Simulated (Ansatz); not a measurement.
2H MoS2 was calculated with PBE in Ansatz (plane waves, PAW).

Numerical settings: plane-wave cutoff 520 eV, 12×12×4 k mesh (along the axes of the cell as run), Fermi–Dirac smearing 0.01 eV, no spin polarisation, scalar-relativistic PAW data made under PBE.

Cell (relaxed at this level):

```
MoS2
1.0
    1.59248    -2.75825     0.00000
    1.59248     2.75825     0.00000
    0.00000     0.00000    14.79734
Mo S
2 4
Direct
  0.33333   0.66667   0.25000
  0.66667   0.33333   0.75000
  0.33333   0.66667   0.85560
  0.66667   0.33333   0.35560
  0.66667   0.33333   0.14440
  0.33333   0.66667   0.64440
```

Question: Estimate the band gap, smallest direct gap on the k points sampled and Γ–Γ gap that the calculation returns.

Answer: 
- band gap = 1.45 eV
- smallest direct gap on the k points sampled = 1.66 eV
- Γ–Γ gap = 2.54 eV

Measured, for comparison: band gap 1.23 eV (room temperature, no zero-point or thermal correction, bulk 2H, our sources range from 1.23 to 1.29; as tabulated in Bastos et al. (2019), arXiv:1903.08112).

Note: for a layered or molecular solid the relaxed cell lies over 5 % above the published volume, where the minimum can be shallow; the cell comes from a level without a dispersion term, which matters for the spacing of layers, chains or molecules.

Spin–orbit coupling is not included.

Static lattice: no zero-point or thermal effects.

The result took around 11 core-minutes (rough).

Ansatz is an electronic-structure program.
